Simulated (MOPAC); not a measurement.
MOPAC input (AM1):

```
AM1 FORCE THERMO(298,298) PRECISE LET CHARGE=1 GEO-OK AUX(PRECISION=9) THREADS=1
H5N2

N    -0.05544306 1    0.64237340 1   -0.00597929 1
N     0.02866162 1   -0.74390704 1   -0.07147594 1
H     0.30356092 1    1.07178948 1    0.86344645 1
H    -1.05254843 1    0.90440268 1   -0.12270050 1
H    -0.51415861 1   -1.17663113 1    0.66942921 1
H     0.99415061 1   -1.05280490 1   -0.01445882 1
H     0.46952909 1    1.02935142 1   -0.81291763 1
```

Output:

```
 *******************************************************************************
 **                                                                           **
 **                              MOPAC v23.2.5                                **
 **                                                                           **
 *******************************************************************************
 ** MOPAC's Digital Object Identifier: https://doi.org/10.5281/zenodo.6511958 **
 **                                                                           **
 ** Please cite the open-source release paper for use of this MOPAC version:  **
 ** J. E. Moussa and J. J. P. Stewart (2026)                                  **
 ** MOPAC: An open-source semiempirical molecular orbital program             **
 ** J. Open Source Softw., 11(119), 8025, https://doi.org/10.21105/joss.08025 **
 *******************************************************************************

                              AM1 CALCULATION RESULTS

 *******************************************************************************
 *  AM1        - The AM1 Hamiltonian to be used
 *  GEO-OK     - OVERRIDE INTERATOMIC DISTANCE AND OTHER SAFETY CHECKS
 *
 *
 *
 *                 CHARGE ON SYSTEM = +1
 *
 *
 *
 *  LET        - OVERRIDE SOME SAFETY CHECKS
 *  PRECISE    - TIGHTER CRITERIA TO BE USED
 *  FORCE      - FORCE CALCULATION SPECIFIED
 *  AUX        - OUTPUT AUXILIARY INFORMATION
 *  THERMO     - THERMODYNAMIC QUANTITIES TO BE CALCULATED
 *******************************************************************************
AM1 FORCE THERMO(298,298) PRECISE LET CHARGE=1 GEO-OK AUX(PRECISION=9) THREADS=1
 H5N2

   ATOM   CHEMICAL          X               Y               Z
  NUMBER   SYMBOL      (ANGSTROMS)     (ANGSTROMS)     (ANGSTROMS)

     1       N         -0.05544306  *   0.64237340  *  -0.00597929  *
     2       N          0.02866162  *  -0.74390704  *  -0.07147594  *
     3       H          0.30356092  *   1.07178948  *   0.86344645  *
     4       H         -1.05254843  *   0.90440268  *  -0.12270050  *
     5       H         -0.51415861  *  -1.17663113  *   0.66942921  *
     6       H          0.99415061  *  -1.05280490  *  -0.01445882  *
     7       H          0.46952909  *   1.02935142  *  -0.81291763  *

          CARTESIAN COORDINATES

    NO.       ATOM           X           Y           Z

     1         N         -0.0554      0.6424     -0.0060
     2         N          0.0287     -0.7439     -0.0715
     3         H          0.3036      1.0718      0.8634
     4         H         -1.0525      0.9044     -0.1227
     5         H         -0.5142     -1.1766      0.6694
     6         H          0.9942     -1.0528     -0.0145
     7         H          0.4695      1.0294     -0.8129

  H: (AM1): M.J.S. DEWAR ET AL, J. AM. CHEM. SOC. 107 3902-3909 (1985)
  N: (AM1): M.J.S. DEWAR ET AL, J. AM. CHEM. SOC. 107 3902-3909 (1985)

[...]
 REDUCED MASS        0.3405         N 1 -- H 7         +10.3% ( 29.7%)      0.5%
 EFFECTIVE MASS      2.0595
 FORCE CONSTANT      0.5888

 VIBRATION         11    5A"         ATOM PAIR     ENERGY CONTRIBUTION    RADIAL
 FREQUENCY          3119.52         N 1 -- H 7         +48.9% ( 72.4%)     97.4%
 TRANSITION DIPOLE   1.3171         N 1 -- H 4         +48.9% ( 72.4%)     97.4%
 TRAVEL (Ang.)       0.2067         N 1 -- N 2          +0.9% (  9.8%)      0.0%
 REDUCED MASS        0.5061         N 1 -- H 3          +0.8% (  9.4%)      0.0%
 EFFECTIVE MASS      1.5027
 FORCE CONSTANT      2.9019

 VIBRATION         12    7A'         ATOM PAIR     ENERGY CONTRIBUTION    RADIAL
 FREQUENCY          3130.54         N 1 -- H 3         +66.5% ( 84.2%)     99.1%
 TRANSITION DIPOLE   1.1365         N 1 -- H 4         +16.3% ( 41.7%)     85.9%
 TRAVEL (Ang.)       0.2033         N 1 -- H 7         +16.3% ( 41.7%)     85.9%
 REDUCED MASS        0.5210         N 1 -- N 2          +0.8% (  9.4%)      0.9%
 EFFECTIVE MASS      1.4954
 FORCE CONSTANT      3.0081

 VIBRATION         13    8A'         ATOM PAIR     ENERGY CONTRIBUTION    RADIAL
 FREQUENCY          3262.23         N 1 -- H 4         +33.8% ( 55.6%)     97.1%
 TRANSITION DIPOLE   0.9074         N 1 -- H 7         +33.8% ( 55.6%)     97.1%
 TRAVEL (Ang.)       0.2522         N 1 -- H 3         +31.6% ( 53.8%)     97.2%
 REDUCED MASS        0.3250         N 2 -- H 5          +0.3% (  5.5%)     78.9%
 EFFECTIVE MASS      1.1130
 FORCE CONSTANT      2.0379

 VIBRATION         14    6A"         ATOM PAIR     ENERGY CONTRIBUTION    RADIAL
 FREQUENCY          3296.29         N 2 -- H 5         +49.3% ( 72.0%)     96.9%
 TRANSITION DIPOLE   1.0001         N 2 -- H 6         +49.3% ( 72.0%)     96.9%
 TRAVEL (Ang.)       0.1983         N 1 -- N 2          +0.9% (  9.6%)      0.0%
 REDUCED MASS        0.5204         N 1 -- H 7          +0.2% (  4.8%)     96.9%
 EFFECTIVE MASS      1.5545
 FORCE CONSTANT      3.3318

 VIBRATION         15    9A'         ATOM PAIR     ENERGY CONTRIBUTION    RADIAL
 FREQUENCY          3342.07         N 2 -- H 6         +49.5% ( 69.2%)     97.9%
 TRANSITION DIPOLE   0.6986         N 2 -- H 5         +49.5% ( 69.2%)     97.9%
 TRAVEL (Ang.)       0.2050         N 1 -- H 3          +0.4% (  6.1%)     97.4%
 REDUCED MASS        0.4800         N 1 -- N 2          +0.3% (  5.6%)     47.3%
 EFFECTIVE MASS      1.2148
 FORCE CONSTANT      3.1590

      SYMMETRY NUMBER FOR POINT-GROUP Cs  =  1

          SYSTEM IS A GROUND STATE

 H5N2

          MOLECULE IS NOT LINEAR

          THERE ARE 15 GENUINE VIBRATIONS IN THIS SYSTEM
          THIS THERMODYNAMICS CALCULATION IS LIMITED TO
          MOLECULES WHICH HAVE NO INTERNAL ROTATIONS

                    CALCULATED THERMODYNAMIC PROPERTIES
                                          *
   TEMP. (K)   PARTITION FUNCTION   H.O.F.    ENTHALPY  HEAT CAPACITY ENTROPY
                                   KCAL/MOL   CAL/MOLE    CAL/K/MOL  CAL/K/MOL

 298.00  VIB.     0.1431D+01                   355.5940     2.8722     1.9059
         ROT.     0.3509D+04                   888.2803     2.9808    19.2026
         INT.     0.5023D+04                  1243.8743     5.8530    21.1085
         TRA.     0.1837D+27                  1480.4672     4.9680    36.4158
         TOT.                      183.941    2724.3414    10.8210    57.5243

   *: NOTE: HEATS OF FORMATION ARE RELATIVE TO THE
            ELEMENTS IN THEIR STANDARD STATE AT 298K
              (=  Standard Enthalpy of Formation).

            Hvib:  Zero-point energy is not included.
                   frequencies of less than zero cm-1 are not included.
            Hrot = (3/2)RT
            Htra = (3/2)RT + pV = (5/2)RT

            Heat capacity is Cp, not Cv

          For more information, see: HTTP://OpenMOPAC.net/Manual/thermochemistry.html

           FORCE CONSTANT IN CARTESIAN COORDINATES (Millidynes/A)

    ATOM   CHEMICAL       X               Y               Z
   NUMBER   SYMBOL  FORCE CONSTANT  FORCE CONSTANT  FORCE CONSTANT

      1       N       11.545367        9.384627        9.881365
      2       N       10.317381        4.071512        9.851723
      3       H        1.885480        4.827438        0.877258
      4       H        1.573123        2.062926        4.010095
      5       H        1.846608        1.368491        4.519641
      6       H        1.846609        1.368830        4.519302
      7       H        1.573123        2.062592        4.010430

 **********************
 *                    *
 * JOB ENDED NORMALLY *
 *                    *
 **********************

 == MOPAC DONE ==
```

The dipole moment of an ion depends on the origin.
